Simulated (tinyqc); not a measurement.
Worked calculation: coupled-perturbed Hartree-Fock on RHF in the sto-3g basis, for H2O, spin multiplicity 1. One step of it, computed by the program tinyqc.

Problem. Response to a field: uncoupled start. Field along y; U_ai = -mu_ai / (e_a - e_i), alpha = -4 sum U_ai mu_ai.

orbital energies (hartree): MO1 -20.250268, MO2 -1.213213, MO3 -0.567390, MO4 -0.426620, MO5 -0.383015, MO6 0.487804, MO7 0.630335

dipole integrals <a|y|i> (bohr):
```
           i1         i2        i3         i4        i5
a6  -0.000235  -0.000189  0.951721   0.004790  0.000000
a7   0.055794  -0.099344  0.004559  -0.755532  0.000000
```

Give: uncoupled U; uncoupled polarisability.

Solution.

uncoupled U:
```
        i1     i2      i3      i4     i5
a6   0.000  0.000  -0.902  -0.005  0.000
a7  -0.003  0.054  -0.004   0.715  0.000
```

uncoupled polarisability = 5.616 bohr^3
